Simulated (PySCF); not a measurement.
**Electric field gradients and quadrupole coupling constants**

Species: silicon dioxide, SiO2.
Numbering: `[O:1]=[Si:2]=[O:3]`

Structure used (PBE0-D3(BJ)/def2-TZVP), in Å, numbered top down from 1:
```xyz
3
SiO2 angstrom
O     -1.5047    0.1337    0.0113
Si     0.0005    0.0863   -0.0003
O      1.5057    0.0355   -0.0119
```

Field gradients from the PBE0/pcSseg-2 density (PySCF, non-relativistic), principal values in atomic units, ordered |Vxx| ≤ |Vyy| ≤ |Vzz|:

```csv
atom,Vxx,Vyy,Vzz
O1,-0.3065,-0.3065,0.6130
O3,-0.3068,-0.3068,0.6135
```

Task: Find the asymmetry η = (Vxx − Vyy)/Vzz and the couplings χ = eQV/h (234.96 MHz × Q in barn × V in au), with Q(17O) = −0.0256 b.

Result: 
| atom | environment | nucleus | η | χzz (MHz) | χxx (MHz) | χyy (MHz) |
| --- | --- | --- | --- | --- | --- | --- |
| O1 | oxygen bonded to Si | 17O | 0.00 | -3.687 | 1.843 | 1.844 |
| O3 | oxygen bonded to Si | 17O | 0.00 | -3.690 | 1.845 | 1.845 |

The gradient is axial or nearly so (η below 0.05) at O1 and O3. The tensor is traceless: Vxx + Vyy + Vzz = 0.

Task: What is Vzz at O3 in SI units (1 au = 9.71736 × 10²¹ V/m²)?

Result: 0.6135 au = 5.962 × 10²¹ V/m².

Isolated species at its PBE0-D3(BJ)/def2-TZVP geometry, gas phase.
